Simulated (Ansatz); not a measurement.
Start from CdTe in the zinc blende structure (space group F-43m, No. 216; a = 6.619 Å).

Levels (all Ansatz, a program for electronic structure, PAW, earlier PAW set): PBE (420 eV, no SOC); r2SCAN (500 eV, spin-orbit coupling left out).

Levels that relaxed their own cell: PBE and r2SCAN.

```json
[
 {"level": "PBE", "lattice parameter a": "6.619 Å", "electron mass at Γ": "0.053 mₑ"},
 {"level": "r2SCAN", "lattice parameter a": "6.558 Å", "electron mass at Γ": "0.089 mₑ"}
]
```

Measured: lattice parameter a 6.48 Å (room temperature; as listed in M J Lucero, T M Henderson, G E Scuseria, Journal of Physics Condensed Matter (2012)); electron mass at Γ 0.093 mₑ (temperature not stated; as listed in Magdalena Laurien, Oleg Rubel, Phys. Rev. B (2022)).

Computed minus measured — lattice parameter a: PBE +2.1 %, r2SCAN +1.2 % (closest: r2SCAN); electron mass at Γ: PBE -43 %, r2SCAN -4 % (closest: r2SCAN). Measured values not marked as corrected hold thermal and zero-point effects that the static-lattice runs lack.

With Te present, leaving out spin-orbit coupling can change the band edges. The levels and masses belong to the bands next to the band gap. Effective masses come from finite differences of ±0.01 Å⁻¹. Stability against distortions was not tested.
